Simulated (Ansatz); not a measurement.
Basis-set extrapolation for AlH$_{2}$O$_{2}$ (`[OH][Al][OH]`) radical (PBE0-D4/def2-TZVP geometry, frozen core, Ansatz 0.2.0). Multiplicity 2, UHF reference.

```
                      def2-TZVPP   def2-QZVPP
                 HF  -392.974547  -392.989771
    MP2 correlation    -0.542356    -0.587403
CCSD(T) correlation    -0.567282      not run
```

Energies in hartree. Use E(X) = E(∞) + A·exp(−7.88·√X) for Hartree–Fock and E(X) = E(∞) + B·X^(−2.97) for correlation, with X = 3 and 4, and add CCSD(T) minus MP2 of the smaller set to the MP2 limit.

What is the CCSD(T) energy at the basis-set limit?

HF limit: -392.989771 + (-0.015224) × 0.13774 = -392.99187. MP2 limit: -0.587403 + (-0.045047) × 0.74074 = -0.62077. Higher-order term: -0.567282 − (-0.542356) = -0.02493. Total: -393.63757 hartree, 251.4 kJ/mol below CCSD(T)/def2-TZVPP.
